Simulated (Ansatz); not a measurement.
Geometry optimisation, RKS B3LYP/def2-TZVP (Ansatz).

The input (input.yaml):

```yaml
crystal:
  periodic: [false, false, false]
  atoms:
    - { symbol: B, position_ang: [0.0, 0.0, 0.0] }
    - { symbol: H, position_ang: [0.7099, 0.0, 1.1951] }
    - { symbol: O, position_ang: [1.6038, 0.0, 0.1408] }
    - { symbol: H, position_ang: [1.9037, -0.9519, -0.0141] }
    - { symbol: H, position_ang: [-1.0305, 0.0, -0.595] }
basis:
  gaussian: { orbitals: def2-TZVP }
hamiltonian:
  xc: b3lyp
relax:
  f_tol: 0.15
  max_steps: 25
  restrain:
    - { distance: [1, 2], at: 2.21, k: 30.0 }
    - { distance: [0, 1], at: 1.19, k: 30.0 }
    - { distance: [0, 2], at: 1.41, k: 30.0 }
```

Run as:

```bash
$ ansatz run input.yaml --threads 2 --pin off --max-ram 3072MiB --backend cpu --events-out ev --progress --plain --runs-dir out
```

Q: Where does it end, and by what steps?

A: The run converged. The restraints hold the end off the free minimum. After 7 steps the energy has fallen by 5.180 eV (the restraints' own energy left out); O3 moved furthest, 0.76 Å.

| step | energy less start (eV) | largest force component (eV/Å) | accepted |
| --- | --- | --- | --- |
| 0 | 0.0000 | 5.337 | yes |
| 1 | -2.0357 | 4.068 | yes |
| 2 | -3.5044 | 3.155 | yes |
| 3 | -4.4588 | 1.810 | yes |
| 4 | -4.9667 | 1.766 | yes |
| 5 | -5.1224 | 1.133 | yes |
| 6 | -5.1776 | 0.843 | yes |
| 7 | -5.1797 | 0.842 | yes |

```xyz
5
Properties=species:S:1:pos:R:3
B 0.219 -0.072 0.187
H 0.204 -0.101 1.377
O 1.382 -0.386 -0.476
H 2.105 -0.609 0.119
H -0.724 0.215 -0.481
```

Run time: 5.5 s on 2 threads of Arm Neoverse V2, with other jobs on the host, peak memory 0.11 GiB.
